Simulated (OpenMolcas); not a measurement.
AlSiNH8 (SMILES [AlH3-][NH2+][SiH3]): methods side by side

The species is AlSiNH8 (11 atoms), meant as a singlet with charge 0. As SMILES, `[AlH3-][NH2+][SiH3]`. The shape is that of a PBE0-D4/def2-TZVP optimisation.

Each level gives the dipole moment (D). The values are calculated.

| level | kind | program | value (D) | CPU time |
| --- | --- | --- | --- | --- |
| BLYP/def2-SVP | GGA | OpenMolcas | 4.90 | 41 s |
| PBE/def2-SVP | GGA | OpenMolcas | 4.89 | 40 s |
| revPBE/def2-SVP | GGA | OpenMolcas | 4.89 | 41 s |
| M06-L/def2-SVP | meta-GGA | OpenMolcas | 4.95 | 48 s |
| r2SCAN/def2-SVP | meta-GGA | OpenMolcas | 4.99 | 49 s |
| B3LYP/def2-SVP | global hybrid | OpenMolcas | 4.96 | 38 s |
| BHLYP/def2-SVP | global hybrid | OpenMolcas | 5.03 | 35 s |
| M06-2X/def2-SVP | hybrid meta-GGA | OpenMolcas | 5.04 | 47 s |

The values span 4.89 to 5.04 D. Magnitudes only. CPU times are rough (shared hosts, several kinds of processor and program).
